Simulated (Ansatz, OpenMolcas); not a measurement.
## How methods differ on BH2F (SMILES BF)

The species is BH2F (4 atoms), meant as a singlet with charge 0. As SMILES, `BF`. The shape is that of a PBE0-D4/def2-TZVP optimisation.

```xyz
4

B    -0.0273   -0.0040   -0.0308
F     1.0612   -0.2967    0.6499
H    -1.0125   -0.6491    0.1862
H     0.0342    0.8896   -0.8256
```

Each level gives the energy change with the B1–H3 bond stretched from 1.197 to 2.994 Å (eV). The values are calculated.

```csv
level,kind,program,value (eV),less FCI/STO-3G,CPU time (all runs)
HF/STO-3G (restricted),Hartree–Fock,Ansatz,10.02,+4.64,0.1 s
PBE/STO-3G (restricted),GGA,OpenMolcas,6.75,+1.37,8 s
r2SCAN/STO-3G (restricted),meta-GGA,Ansatz,7.19,+1.81,2.9 s
r2SCAN0/STO-3G (restricted),hybrid meta-GGA,Ansatz,7.97,+2.59,2.8 s
HSE06/STO-3G (restricted),range-separated hybrid,Ansatz,7.67,+2.29,1.5 s
wB97X/STO-3G (restricted),range-separated hybrid,Ansatz,8.33,+2.95,4.6 s
B2PLYP/STO-3G (restricted),double hybrid,OpenMolcas,7.21,+1.83,6.6 s
"SC-NEVPT2(2,2)/STO-3G",multireference,OpenMolcas,5.39,+0.01,3 s
CCSD(T)/STO-3G (restricted),coupled cluster or CI,Ansatz,5.33,-0.05,0.18 s
FCI/STO-3G,exact in the basis,Ansatz,5.38,0.00,0.59 s
```

FCI/STO-3G is exact within its basis and frozen core, so for wave-function methods in that basis the difference is their error; functionals converge differently with the basis, so for them it is only a difference. Spin-restricted single references rise too steeply as a bond breaks, Hartree–Fock most of all. Perturbation and coupled-cluster corrections on them can overshoot downwards. The first shape isn't each level's own minimum. The values span 5.33 to 10.02 eV. All rows use very small basis sets, so even the best lies far from the true value. Times are those of the runs behind each value, whatever else they computed, on shared processors of several kinds: orders of magnitude only.
